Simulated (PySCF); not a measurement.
Identify the unknown among the candidates.

All candidates are C4H10S.

- 1H NMR: chemical shifts (computed TMS as zero) by class: 2.37 (4 H), 1.26 (6 H) ppm [GIAO PBE0/pcSseg-1]
- NMR, other nuclei: isotropic shieldings of nuclei other than C and H, by class: 470 (1 S) ppm [GIAO PBE0/pcSseg-1]
- 13C NMR: chemical shifts (computed TMS as zero) by class: 29.7 (2 C), 17.5 (2 C) ppm [GIAO PBE0/pcSseg-1]
- Dipole: 1.77 D [PBE0/pcSseg-1]
- Rotational structure: rotational constants A, B, C: 6.331, 2.315, 2.050 GHz [GFN2-xTB]

Electronic properties: PySCF, gas phase, density fitting. Levels stand in brackets. Isolated species at its GFN2-xTB geometry (one conformer only). NMR values are class means; diastereotopic atoms form classes of their own.

Task: Which candidate is it?
A. `CCCSC` (methyl propyl sulfide)
B. `CCSCC` (diethyl sulfide)
C. `CSC(C)C` (isopropyl methyl sulfide)

Result: B. It is `CCSCC`. Numbering: `[CH3:1][CH2:2][S:3][CH2:4][CH3:5]`. Its formula, C4H10S, gives 0 degrees of unsaturation, so no ring and no π bond. 4 carbons fall into 2 classes; from least to most shielded: sp3 carbon bound to sulfur [C2/C4] (29.7 ppm, 2 C), methyl carbon [C1/C5] (17.5 ppm, 2 C). Hydrogen classes from least to most shielded: 4 H on 2 like atoms (sp3 carbon bound to sulfur), C2/C4 (2.37 ppm), 6 H on 2 methyl carbons, C1/C5 (1.26 ppm). The other shieldings belong to: 470 ppm, sulfide sulfur [S3]. By its constants the optimised geometry is an asymmetric top.

The others, at the same levels:
- `CCCSC` fails: it has 4 carbon classes against 2; its computed 13C shifts are 42.8 (1 C), 27.9 (1 C), 20.0 (1 C), 16.4 (1 C) ppm, 1H shifts are 2.22 (2 H), 2.07 (3 H), 1.56 (2 H), 1.02 (3 H) ppm and rotational constant A is 8.832 GHz (against 6.331 GHz).
- `CSC(C)C` fails: it has 3 carbon classes against 2; its computed 13C shifts are 40.5 (1 C), 23.9 (2 C), 10.9 (1 C) ppm, 1H shifts are 2.61 (1 H), 1.99 (3 H), 1.41 (6 H) ppm and rotational constant A is 5.127 GHz (against 6.331 GHz).

Each candidate is one conformer, not necessarily the lowest. The conformers computed, where there is a choice (atom-mapped SMILES and torsion angles):
- `[CH3:1][CH2:2][S:3][CH2:4][CH3:5]`: C1–C2–S3–C4 -79°, C2–S3–C4–C5 -81°
- `[CH3:1][CH2:2][CH2:3][S:4][CH3:5]`: C1–C2–C3–S4 -177°, C2–C3–S4–C5 -72°
- `[CH3:1][S:2][CH:3]([CH3:4])[CH3:5]`: C1–S2–C3–C4 63°
